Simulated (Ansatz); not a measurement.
A nudged elastic band was laid between two geometries of C2H3FN2 (8 atoms, charge 0, multiplicity 1).

Theory: RKS LDA/def2-SVP in Ansatz.

```yaml
movable_images: 9
climbing_image: yes
spring: 5.0 eV/Å²
optimiser: quadratic models (default)
start_path: through a guess of the saddle point
force_threshold: 0.05 eV/Å
iteration_limit: 60
end_points: relaxed
```

Image 0:

```xyz
8
Properties=species:S:1:pos:R:3
C -0.445 1.339 0.026
N -0.558 0.101 0.307
C 0.427 -0.777 -0.120
N 0.453 -2.017 0.092
F 1.423 -0.225 -0.815
H -1.234 2.039 0.369
H 0.415 1.751 -0.553
H -0.388 -2.267 0.638
```

Image 10:

```xyz
8
Properties=species:S:1:pos:R:3
C -0.432 1.447 -0.002
N -0.729 0.268 0.378
C 0.117 -0.772 0.064
N -0.101 -1.962 0.410
F 1.214 -0.421 -0.653
H -1.120 2.279 0.256
H 0.490 1.685 -0.584
H 0.655 -2.582 0.075
```

Task: What changes between the two ends?

Result: No bond is made or broken. The dihedral F5–C3–N4–H8 changes from -180 to 0° by way of a nearly straight angle C3–N4–H8 (up to 179°), not by a turn about the bond.

Task: What energy profile does the band end with?

Result: The forces met the threshold. The highest image is number 5 of 0 to 10, 0.82 eV above the first end and 0.77 eV above the last; the last end lies 0.05 eV above the first. A vibrational analysis at the climbing image gives one clearly imaginary mode, 838i cm⁻¹, and a faint second one (37i cm⁻¹) that may be numerical noise or a soft torsion: probably a first-order saddle point.

```tsv
image	path coordinate (Å)	energy (eV)	angle C3–N4–H8 (°)
0	0.00	0.00	108
1	0.30	0.01	108
2	0.61	0.05	113
3	0.91	0.21	125
4	1.22	0.57	148
5	1.52	0.82	179
6	1.83	0.56	148
7	2.14	0.21	124
8	2.45	0.08	112
9	2.75	0.05	111
10	3.06	0.05	111
```

Task: What is the geometry of the highest image?

Result: 
```xyz
8
Properties=species:S:1:pos:R:3
C -0.456 1.437 0.009
N -0.377 0.325 0.620
C 0.377 -0.711 0.072
N 0.131 -1.902 0.131
F 1.497 -0.216 -0.548
H -1.069 2.252 0.448
H 0.071 1.640 -0.955
H -0.082 -2.882 0.167
```

Time of the run: 3.6 min on 1 thread of Intel(R) Xeon(R) Processor @ 2.70GHz, with other jobs on the host, peak memory 0.16 GiB.
